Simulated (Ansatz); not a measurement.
Relaxing Ta2Ga

These are results of Ansatz 0.2.0, DFT PBE, scalar-relativistic, plane waves, PAW, not measurements. Cutoff 420 eV, Γ-centred k mesh, Gaussian smearing, no spin polarisation in the final step.

Ta2Ga was placed on the MoSi2 (C11b) structure type (I4/mmm, No. 139), with Ga in place of Mo, Ta in place of Si, at a guessed volume.

```yaml
crystal:
  lattice:
    - [-1.71069, 1.71069, 4.19655]
    - [1.71069, -1.71069, 4.19655]
    - [1.71069, 1.71069, -4.19655]
  atoms:
    - { symbol: Ta, position: [0.66500, 0.66500, 0.00000] }
    - { symbol: Ta, position: [0.33500, 0.33500, 0.00000] }
    - { symbol: Ga, position: [0.00000, 0.00000, 0.00000] }
```

Steps on the 8×8×8 mesh (3 atoms). 4 of 5 steps are shown, and the free energy counts from the last. Trial steps that were taken back and renewals of the plane-wave basis can be among the rows.

| step | ΔF (meV/atom) | V (Å³/atom) | P (GPa) | largest force component (eV/Å) |
| --- | --- | --- | --- | --- |
| 1 | 45.6 | 16.37 | 11.25 | 0.047 |
| 2 | 10.6 | 17.81 | -4.89 | 0.221 |
| 3 | 0.6 | 17.32 | -0.29 | 0.062 |
| 5 | 0.0 | 17.30 | -0.01 | 0.005 |

A final relaxation ran on a 18×18×18 mesh. The relaxed crystal, I4/mmm (No. 139):

Space group I4/mmm (No. 139). a = 3.436 Å, b = 3.436 Å, c = 8.794 Å, α = 90.00°, β = 90.00°, γ = 90.00°
```tsv
atom	site	symmetry	x	y	z
Ta	4e	4mm	0.5000	0.5000	0.1654
Ga	2a	4/mmm	0.0000	0.0000	0.0000
```

For Ta2Ga, the volume per atom is 17.30 Å³ and the density is 13.81 g/cm³. The energy over the elements is -0.12 eV/atom and the gap on the 18×18×18 mesh is 0 eV (a metal).

Formation energies are uncorrected and refer to the elements' standard structures at the same level.

The final run used a 18×18×18 mesh on its 3-atom cell and 0.10 eV smearing. For metals, differences of a few meV/atom aren't resolved. Spin–orbit coupling is left out.

Symmetry constrained the relaxation, so the result can be a saddle point.

Cost: 3 runs of about 1.9 core-minutes in all, on Arm Neoverse V1 (shared hosts).